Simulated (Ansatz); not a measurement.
Two shapes of doublet H₂O(+).

Shape 1:

```xyz
3

O     0.0008    0.0480   -0.1307
H    -0.0138    0.7737    0.4560
H    -0.0113   -0.8068    0.5142
```

Shape 2:

```xyz
3

O     0.0000    0.0000   -0.1262
H     0.0000    0.8860    0.5048
H     0.0000   -0.8860    0.5048
```

Basis set: cc-pVDZ (spherical functions). Left uncorrelated: 1 orbital. Charge 1, multiplicity 2.

Computed with Ansatz (development build ahead of 0.2.0); each method stands on the lowest determinant of its kind that the runs found.

(1) Which shape is lower in energy, and by how much in each method?

## Answers

(1)

```
 method  E(2) − E(1) (eV)
    UHF             0.156
UHF-MP2             0.031
```

Shape 1 is lower.
